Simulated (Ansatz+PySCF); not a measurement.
A calculation with Ansatz (development build ahead of 0.2.0).

```yaml
crystal:
  periodic: [false, false, false]
  atoms:
    - { symbol: Na, position_ang: [0.0, 0.0, -1.56272] }
    - { symbol: Na, position_ang: [0.0, 0.0, 1.56272] }
basis:
  gaussian: { orbitals: def2-SVP }
hamiltonian:
  xc: pbe0
output:
  forces: true
```

The input is written out in the form of the current development build from the run's settings.

Results

| Item | Value |
| --- | --- |
| Converged | yes |
| Total energy | -324.25664 hartree |
| Spin squared of the determinant | 0.000 |
| Stability test | minimum among restricted orbitals |

Forces (eV/Å):
```csv
atom,Fx,Fy,Fz
Na1,0.000,0.000,0.000
Na2,0.000,0.000,0.000
```
